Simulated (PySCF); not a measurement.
A GIAO shielding run with PySCF 2.14 (density fitting, non-relativistic, gas phase) on `S=P([S-])([S-])[S-]`, [PS$_{4}$]3-:

```
$ OMP_NUM_THREADS=1 python probes_run.py task.json out

{"job": {"kind": "nmr", "xc": "PBE0", "basis": "IGLO-III", "pop": true}, "charge": -3, "multiplicity": 1}
S      0.090133    -0.288589     2.138062
P      0.031295     0.060074     0.065750
S     -0.186898     2.120565    -0.290567
S      1.817052    -0.621768    -0.808760
S     -1.598410    -0.967256    -0.775992
```

Hardware: 1 thread of an Arm Neoverse V1, shared host. The job also computes population analyses, field gradients.

Question: How large is the calculation?

Answer: 82 electrons, 220 basis functions and 710 auxiliary functions.

Question: How long does it take, and how much memory does it need?

Answer: 18 s of wall time, with 13 SCF cycles and 5 response iterations; peak memory 1.1 GiB. Times on a shared host scatter by some tens of per cent.

Question: And these other runs on the same molecule and hardware: GIAO shielding at PBE0/aug-cc-pVDZ; GIAO shielding at PBE0/cc-pVDZ; GIAO shielding at PBE0/cc-pVTZ; GIAO shielding at PBE0/pcSseg-0?

Answer: PBE0/aug-cc-pVDZ: 135 functions, 11 s; PBE0/cc-pVDZ: 90 functions, 5.5 s; PBE0/cc-pVTZ: 170 functions, 15 s; PBE0/pcSseg-0: 65 functions, 3.6 s.
